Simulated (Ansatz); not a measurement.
Energy needed to pull apart SiH3OF (SMILES O[SiH2]F), singlet, into free ground-state atoms, from the structure below (displaced at random from a GFN2-xTB minimum); no zero-point or spin–orbit terms; open-shell atoms are treated unrestricted, in their ground-state multiplicity.

```
atom    x (Å)    y (Å)    z (Å)
  O1  -0.8687   0.1250  -0.8899
 Si2   0.4204   0.1091   0.0895
  F3  -0.0008  -0.8378   1.3428
  H4  -1.6843  -0.3391  -0.6740
  H5   1.5123  -0.5443  -0.5813
  H6   0.6581   1.4023   0.6718
```

Program: Ansatz 0.2.0. Basis: def2-TZVPP. Cores are frozen in the correlated methods.

| method | atomization energy (kcal/mol) |
| --- | --- |
| PBE-D4 | ? |
| BLYP-D4 | 518.4 |
| r2SCAN-D4 | 520.3 |
| PBE0-D4 | 510.5 |
| CAM-B3LYP-D4 | 524.3 |
| wB97M-V | 522.8 |
| HF | 384.5 |
| MP2 | 522.6 |
| CCSD | ? |
| CCSD(T) | 509.9 |

Question: What does PBE-D4 give? (An estimate is asked for; the value comes from the calculation.)

Answer: Computed: 520.4 kcal/mol, which is about 10.5 kcal/mol more than CCSD(T)/def2-TZVPP.

Question: What does CCSD give? (Judge from chemistry; the value comes from the calculation.)

Answer: By the calculation: 503.7 kcal/mol, which is about 6.2 kcal/mol less than CCSD(T)/def2-TZVPP.

In triple zeta the MP2 and coupled-cluster atomization energies are still short of their basis limit by a few kcal/mol a bond, whereas those of the functionals are nearly converged, so these differences are not deviations from converged CCSD(T).

The T1 diagnostic stays at or below 0.012.

For scale, one of the runs: CCSD(T)/def2-TZVPP forces, 146 basis functions, launched by `ansatz run in.yaml --threads 4 --pin off --events-out ev --progress --plain --max-ram 5222MiB`. Hardware: 4 CPU threads of an Arm Neoverse N1, shared host. Wall time 72 s; peak host memory 1.7 GiB.
